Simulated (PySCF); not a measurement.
# C3H2ClFO: the cost of one run

Computed with PySCF 2.14.0, with density-fitted response routines of our own, on a single molecule in the gas phase. Atoms are numbered from 0 throughout.

## Step 1: The starting structure

8 atoms, charge 0, multiplicity 1; geometry from: GFN2-xTB.

Bonds of the start (Å): O0–C1 1.19, C1–Cl2 1.76, C1–C3 1.46, C3–C4 1.33, C4–F5 1.32, C3–H6 1.08, C4–H7 1.08.

## Step 2: TDDFT and polarisability: PBE0/def2-SVPD

Job settings and geometry (Å):

```
{"job": {"kind": "uv", "xc": "PBE0", "basis": "def2-SVPD", "nstates": 8, "ntriplets": 3}, "charge": 0, "multiplicity": 1}
O      1.599143    -0.821419     0.819118
C      1.207977    -0.089580    -0.032953
Cl     2.347965     0.695461    -1.126004
C     -0.168646     0.284477    -0.332642
C     -1.161965    -0.215756     0.399316
F     -2.427730     0.092352     0.169450
H     -0.353909     0.965234    -1.147921
H     -1.033779    -0.901356     1.227069
```

Method: TDDFT PBE0/def2-SVPD, vertical, gas phase, core orbitals frozen in the response.

Run with:

```
OMP_NUM_THREADS=1 python probes_run.py task.json out
```

The driver reads the jobs from task.json and runs them one after another.

**Question.** How long does this first job take on 1 thread of Arm Neoverse V1, shared host, and how much memory does it need?

About 12 s, with a peak of 0.61 GiB.
